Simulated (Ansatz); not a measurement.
Input file:

```yaml
crystal:
  periodic: [false, false, false]
  atoms:
    - {symbol: B, position_ang: [-1.447507, 0.000000, 0.000000]}
    - {symbol: H, position_ang: [-2.044241, 1.033571, 0.000000]}
    - {symbol: H, position_ang: [-2.044241, -1.033571, 0.000000]}
    - {symbol: H, position_ang: [0.013493, 0.000000, 0.000000]}
    - {symbol: N, position_ang: [1.410493, 0.000000, 0.000000]}
basis:
  gaussian: {orbitals: cc-pVDZ}
magnetization: {spin_polarized: false, initial_magnetization: 3}
correlation: {method: ccsd_t, electrons: outside_noble_gas}
```

```sh
$ ansatz run in.yaml --threads 1 --pin off --events-out ev --progress --plain --max-ram 2393MiB
```

**Question.** Roughly how long does this take on 1 thread of Arm Neoverse V2, shared host, and how much host memory?

**Answer.** 1.1 s wall and 0.11 GiB.

```
397 factors; integrals over basis functions are off by at most 1.3e-3 eV
mean field evaluation 1: about -2194.6953 eV, gradient 1.1e1 eV
mean field evaluation 2: about -2194.6953 eV, gradient 1.1e1 eV
mean field evaluation 4: about -2196.0615 eV, gradient 2.7e0 eV
mean field evaluation 8: about -2196.2183 eV, gradient 1.9e-1 eV
mean field evaluation 16: about -2196.1659 eV, gradient 1.3e0 eV
mean field evaluation 32: about -2192.7983 eV, gradient 3.0e-2 eV
mean field -2196.21880346 eV, -80.7095523766 hartree, gradient 1.4e-6 eV, S^2 3.750000; 1 other end points of the search recorded, 0 dependent functions left out
determinant -2196.21880346 eV, -80.7095523766 hartree, with singles and doubles -2202.41036228 eV, -80.9370879665 hartree
determinant -2192.79968320 eV, -80.5839020245 hartree, with singles and doubles -2199.77577770 eV, -80.8402687688 hartree
2 core orbitals not correlated: weight in the atoms' cores, before any rotation towards them, 1.000 or more for the frozen orbitals, at most 0.000 for the correlated occupied ones
reference -2196.21880346 eV, -80.7095523766 hartree; 7, 4 occupied and 34, 37 virtual orbitals, 397 factors
second order -4.89410002 eV of doubles, -0.12571294 eV of singles
cycle   1  -6.19157020 eV  change   -1.1e-5 eV  update   6.8e-4
cycle   2  -6.19179879 eV  change   -2.3e-4 eV  update   4.2e-4
cycle   3  -6.19189485 eV  change   -9.6e-5 eV  update   2.1e-4
cycle   4  -6.19193334 eV  change   -3.8e-5 eV  update   7.9e-5
cycle   5  -6.19202240 eV  change   -8.9e-5 eV  update   2.8e-5
cycle   6  -6.19207149 eV  change   -4.9e-5 eV  update   1.0e-5
cycle   7  -6.19207667 eV  change   -5.2e-6 eV  update   3.1e-6
perturbative correction -0.10675282 eV, -0.0039230939 hartree
Total energy: -2202.51763295 eV, -80.9410300909 hartree
```

For the same geometry and basis UCCSDT(Q) lies 29.6 meV lower.
